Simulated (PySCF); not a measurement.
CF₄, SMILES FC(F)(F)F (connectivity only; charge and spin as stated), charge +1, multiplicity 2.

Geometry optimised at PBE-D3(BJ)/def2-SVP. The spin state was assumed, not searched.

Level of theory: PBE-D3(BJ)/def2-SVP run with PySCF.

Harmonic, unscaled wavenumbers; measured fundamentals usually lie a few per cent lower.

Modes within 1.5 cm⁻¹ of each other (mostly degenerate sets) share a row, with their intensities summed.

Task: Estimate the vibrational spectrum. (The exact figures need the calculation; the answer reports its results.)

Result: 
| mode | ν (cm⁻¹) | IR (km/mol) | moving atoms (share of kinetic energy) |
|---|---|---|---|
| 1 | 324 | 0.0 | F 100 % |
| 2 | 357 | 0.0 | F 100 % |
| 3–4 | 394 | 9.3 | F 56 %, C 44 % |
| 5 | 555 | 6.0 | F 87 %, C 13 % |
| 6–7 | 811 | 6.9 | F 58 %, C 42 % |
| 8 | 866 | 0.0 | F 100 % |
| 9 | 884 | 7.0 | C 73 %, F 27 % |
